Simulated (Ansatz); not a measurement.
Defect calculation, host Si

The calculation used DFT PBE, scalar-relativistic, plane waves, PAW in Ansatz 0.2.0. Settings: 420 eV cutoff, 2×2×2 k-mesh, shifted by half a step, Gaussian smearing of 0.01 eV, collinear spin in charge +1 alone.

Host crystal, relaxed:

```
Si
1.0
     0.00000    2.73505    2.73505
     2.73505    0.00000    2.73505
     2.73505    2.73505    0.00000
Si
2
Direct
  0.75000 0.75000 0.75000
  0.50000 0.50000 0.50000
```

Supercell of 32 atoms, rows in host cell vectors: -1 -1 3; 3 -1 -1; -1 3 -1. Atoms relax at the host's cell from a start displaced at random by 0.06 Å near the defect, so other minima may exist. The cell is small, so energies carry finite-size errors of tenths of an eV. The host's Kohn–Sham gap is 0.61 eV. Atoms are taken from and returned to the elements' standard states. Charged cells are corrected for image charges with the computed static dielectric tensor (mean 13.0) and aligned with the host's potential at far atoms (alignment terms reach 0.47 eV; the program doubts the alignment in some charges, where it is up to 0.47 eV). No band-filling term is added, and the Fermi level counts from the host's valence band top.

The defect is an interstitial at (0.000, 0.000, 0.000) of the host cell.

```tsv
charge	E_f at the valence band top (eV)	over the neutral state (eV)	moment (μB)	largest move (Å)	atoms near the site
+2	1.38	-0.58	0.00	0.14	4 Si at 2.51 Å, 6 Si at 2.78 Å
+1	1.41	-0.54	0.50	0.15	4 Si at 2.52 Å, 6 Si at 2.78 Å
0	1.96	0.00	0.00	0.15	4 Si at 2.52 Å, 6 Si at 2.77 Å
```

Among the charges computed the stable one is +2 at the valence band top, changing to +1 at 0.04 eV, changing to 0 at 0.54 eV. In charge +1 the cell has partly filled bands: a level of the defect may be part filled, the carrier may sit in the host's bands, or levels may cross between the k points, so transitions that involve it are doubtful. Without the alignment that the program doubts, the level (+1/0) would lie at 0.82 eV, outside the gap, so these runs don't decide whether the defect changes charge there. Other sites of the defect weren't tried. Fractional moments come from partly filled bands of the small cell.

Which element is it? Judge by the nearest distance in charge 0 and covalent radii.
A. Ni
B. Sr
C. Mg
D. S
E. Ta

C. The nearest neighbour is Si at 2.52 Å, and the summed covalent radii with Si are 2.52 Å for Mg, 2.35 Å for Ni, 2.16 Å for S, 3.06 Å for Sr, 2.81 Å for Ta, so Mg fits best. Bonds can miss such sums by a tenth of an ångström or more.

Cost: 4 runs of about 6 core-minutes in all, on Intel Xeon 6975P-C (Granite Rapids) (shared hosts).